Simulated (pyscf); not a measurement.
Four-centre exchange: `[NH]=[SiH2]` + `[OH2]` -> `[NH]=[SiH2]` + `[OH2]`

Gas phase, singlet surface, charge 0. Bonds broken: Si2–H7, H4–O6. Bonds formed: Si2–H4, O6–H7. PySCF, gas phase, ωB97X-D3(BJ)/def2-SVP geometries. MP2 and CC: frozen core, UHF for open shells. ΔMP2 is the change of the MP2 total energy from the triple- to the quadruple-zeta basis.

Transition state (Å):

```xyz
8

N     -0.5663    -1.6957     1.0871
Si    -0.8249    -0.1603     0.6001
H     -0.2610    -2.3207     0.3370
H     -1.2639     0.5441    -1.5478
H     -1.2716     0.6980     1.7615
O     -0.5395     1.0624    -2.1126
H      0.0579     0.8537    -1.2689
H     -0.7831     2.0063    -2.0055
```

One imaginary mode, 1155i cm⁻¹; descent along it reached the two sides named.

| bond | change | reactant side (Å) | saddle | product side |
|---|---|---|---|---|
| Si2–H7 | breaks | 1.491 | 2.302 | 4.1 |
| H4–O6 | breaks | 0.965 | 1.055 | 2.558 |
| Si2–H4 | forms | 4.2 | 2.303 | 1.491 |
| O6–H7 | forms | 2.545 | 1.055 | 0.965 |

Electronic energies relative to the separated reactants (kcal/mol):

| level | barrier | reaction energy | reverse barrier |
|---|---|---|---|
| ωB97X-D3(BJ)/def2-TZVP | 62.6 | 0.0 | 62.6 |
| PBE/def2-TZVP | 50.8 | 0.0 | 50.8 |
| r²SCAN/def2-TZVP | 57.1 | 0.0 | 57.1 |
| B3LYP-D3(BJ)/def2-TZVP | 58.9 | 0.0 | 58.9 |
| PBE0-D3(BJ)/def2-TZVP | 55.9 | 0.0 | 55.9 |
| M06-2X/def2-TZVP | 61.4 | 0.0 | 61.4 |
| ωB97M-D3(BJ)/def2-TZVP | 60.5 | 0.0 | 60.5 |
| HF/def2-TZVP | 79.4 | 0.0 | 79.4 |
| MP2/def2-QZVPP | 62.8 | 0.0 | 62.8 |
| CCSD/def2-TZVPP | 65.7 | 0.0 | 65.7 |
| CCSD(T)/def2-TZVPP | 62.2 | 0.0 | 62.2 |
| CCSD(T)/def2-TZVPP + ΔMP2(QZVPP) | 62.4 | 0.0 | 62.4 |

With CCSD(T)/def2-TZVPP + ΔMP2(QZVPP) energies and thermal terms (ideal gas, 1 atm, RRHO with modes under 100 cm⁻¹ raised to 100, one conformer, R ln 2 for chiral ones without a mode under 150 cm⁻¹), in kcal/mol:

```csv
T (K),ΔH‡,ΔG‡,ΔH,ΔG
298,62.2,71.4,0.0,0.0
600,62.2,80.7,0.0,0.0
900,62.6,89.9,0.0,0.0
1200,63.2,98.9,0.0,0.0
```

The reactants may also form a dative adduct at HN=SiH₂; it and routes through it were not searched. The products may also form a dative adduct at HN=SiH₂; it and routes through it were not searched. HN=SiH₂ lies 18.2 kcal/mol over its isomer H₂N–SiH: [singlet] (electronic energy, ωB97M-D3(BJ)). This is the saddle that the search found; another between the same sides may lie lower. The CCSD(T) − MP2 part came from Ansatz, without density fitting, on the same reference.
